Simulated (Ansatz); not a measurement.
A made-up structure of H₂S₂O, singlet:

```json
{"atom": "O1", "x (Å)": "0.7440", "y (Å)": "1.3003", "z (Å)": "0.5254"}
{"atom": "S2", "x (Å)": "-0.5525", "y (Å)": "0.4600", "z (Å)": "-0.7709"}
{"atom": "S3", "x (Å)": "-1.2913", "y (Å)": "-0.7716", "z (Å)": "0.0443"}
{"atom": "H4", "x (Å)": "-0.5304", "y (Å)": "-1.8903", "z (Å)": "-0.0943"}
{"atom": "H5", "x (Å)": "1.5395", "y (Å)": "0.7802", "z (Å)": "0.3314"}
```

It is relaxed with PBE-D4/def2-SVP and then PBE0-D4/def2-TZVP (Ansatz 0.2.0). Atoms count as bonded within 1.22 times the sum of their covalent radii (H–H: 0.88 Å). The end point is not checked to be a true minimum.

(1) Does its bonding change? (Judge from chemistry; the calculation decides.)

## Answers

(1) The calculation gives: No: no bond forms or breaks.

Where it ends: The first stage lowers the energy by 2.92 eV in 10 steps. It ends as H₂S₂O ([OH][S][SH]):
```
5
angstrom
O 0.6659 1.2586 0.3933
S -0.3594 0.6351 -0.7413
S -1.3523 -0.8709 0.1605
H -0.5355 -1.9043 -0.1382
H 1.4905 0.7600 0.3615
```

Labels in which every atom is bracketed show which atoms are joined, not bond orders.

For scale, one of the runs: PBE0-D4/def2-TZVP relaxation, 117 basis functions, launched by `ansatz run in.yaml --threads 2 --pin off --events-out ev --progress --plain --max-ram 4352MiB`. The run took about 110 s on 2 CPU threads of an Intel Xeon (shared host).
